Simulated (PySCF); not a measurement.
**Static response to an electric field**

Species: C₄H₃N.
Geometry (GFN2-xTB, Å), atoms numbered from 1 in this order:
```xyz
8
C4H3N angstrom
C      1.9123    0.7537    0.2860
C      0.9222    0.1222    0.0472
C     -0.2715   -0.6112   -0.2288
C     -1.5819    0.0008   -0.0272
N     -1.2837   -0.8040    0.8790
H      2.7903    1.2913    0.4853
H     -0.1650   -1.4311   -0.9329
H     -2.3135    0.6878   -0.3777
```

Level: wB97X-D/def2-SVPD (PySCF), static field, nuclei fixed, core orbitals frozen in the response. The polarisability tensor in these axes (au):

```
x   65.75  7.59  0.62
y    7.59 42.42 -0.14
z    0.62 -0.14 38.70
```

Problem. What are the eigenvalues, a third of the trace, and Δα (Δα² = ½Σ(αi − αj)² over the three pairs)?

Solution. Principal values 38.62, 40.24 and 68.01 au; mean 48.96 au = 7.25 Å³ = 8.07 × 10⁻⁴⁰ C²·m²/J; Δα = 28.62 au (58 % of the mean).

Problem. What is the dipole moment, and where does it point?

Solution. (-0.61, 1.21, -1.81) D, 2.27 D in size, pointing from the negative to the positive side. Measured along this direction, the outermost atoms are N5 at the negative end and H8 at the positive end.

Problem. Molar refractivity from α?

Solution. Lorentz–Lorenz: R = (4π/3)N_A α = 2.5225 cm³/(mol·Å³) × 7.25 Å³ = 18.3 cm³/mol, in the limit of long wavelengths.

Problem. Orientational against electronic polarisability at 273 K (dilute gas, rigid molecules)?

Solution. In Gaussian units μ²/3kT = 45.37 Å³ against 7.25 Å³, a ratio of 6.25; the Debye molar polarisation (4π/3)N_A(α + μ²/3kT) is 132.8 cm³/mol, leaving out the vibrational part.

Problem. Rayleigh depolarisation ratio (linearly polarised light, static tensor)?

Solution. ρ = 3Δα²/(45ᾱ² + 4Δα²) = 2456.7/(107855 + 3275.7) = 0.0221.

Problem. Give the eigenvalues of the traceless quadrupole moment Θ = ½Σq(3rr − r²1), origin at the centre of nuclear charge.

Solution. -8.80, 0.54, 8.26 D·Å. The values depend on the origin, since the dipole doesn't vanish. The electronic extent ⟨r²⟩ about the same centre is 374 bohr², a root-mean-square distance of 1.75 Å for the 34 electrons.

Problem. What would n − 1 = 2πNα be for an ideal gas of these molecules at 500 K and 1 atm, electronic part alone?

Solution. N = p/kT = 1.4678 × 10¹⁹ cm⁻³, so n − 1 = 2π × N × 7.25 × 10⁻²⁴ cm³ = 669 × 10⁻⁶ at long wavelengths.

Geometry: GFN2-xTB; no solvent, vibrations or thermal averaging.
